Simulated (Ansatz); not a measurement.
The inner images of a band of BClFH + H2 (6 atoms, charge 0, multiplicity 1) are given out of order.

Level of theory: Ansatz 0.2.0, RKS B3LYP/def2-SVP.

Image 0:

```xyz
6
Properties=species:S:1:pos:R:3
B -0.024 0.563 0.133
Cl -0.080 1.021 1.826
H 1.022 0.426 -0.438
F -1.154 0.376 -0.511
H 0.033 -2.673 0.550
H 0.209 -2.384 1.231
```

Image 6:

```xyz
6
Properties=species:S:1:pos:R:3
B 0.059 -0.288 -0.536
Cl 0.224 -0.184 2.499
H 0.924 0.548 -0.630
F -1.200 0.101 -0.652
H 0.271 -1.472 -0.426
H -0.273 -1.376 2.536
```

Question: Put them in order from the first end to the last, with their energies above the first end.
A.
```xyz
6
Properties=species:S:1:pos:R:3
B -0.010 0.341 0.187
Cl -0.059 0.822 1.877
H 1.032 0.211 -0.392
F -1.145 0.160 -0.453
H 0.051 -2.232 0.432
H 0.137 -1.973 1.140
```
B.
```xyz
6
Properties=species:S:1:pos:R:3
B 0.020 -0.368 -0.275
Cl 0.030 -0.059 2.412
H 1.010 0.290 -0.448
F -1.171 0.123 -0.553
H 0.079 -1.548 0.023
H 0.038 -1.109 1.632
```
C.
```xyz
6
Properties=species:S:1:pos:R:3
B 0.010 -0.279 0.027
Cl 0.019 0.111 2.141
H 1.054 0.135 -0.389
F -1.168 0.075 -0.473
H 0.074 -1.572 0.255
H 0.016 -1.142 1.230
```
D.
```xyz
6
Properties=species:S:1:pos:R:3
B 0.023 -0.317 -0.444
Cl 0.031 -0.109 2.554
H 0.975 0.414 -0.552
F -1.179 0.169 -0.690
H 0.109 -1.500 -0.204
H 0.046 -1.328 2.127
```
E.
```xyz
6
Properties=species:S:1:pos:R:3
B -0.004 0.069 0.218
Cl -0.025 0.490 1.978
H 1.036 0.084 -0.383
F -1.149 0.054 -0.441
H 0.089 -1.828 0.352
H 0.056 -1.540 1.066
```

Answer: A (+0.05 eV), E (+0.46 eV), C (+1.50 eV), B (+0.94 eV), D (+0.80 eV).

The run took 2.9 min on 1 thread of Arm Neoverse V1, on a shared host, peak memory 0.11 GiB.
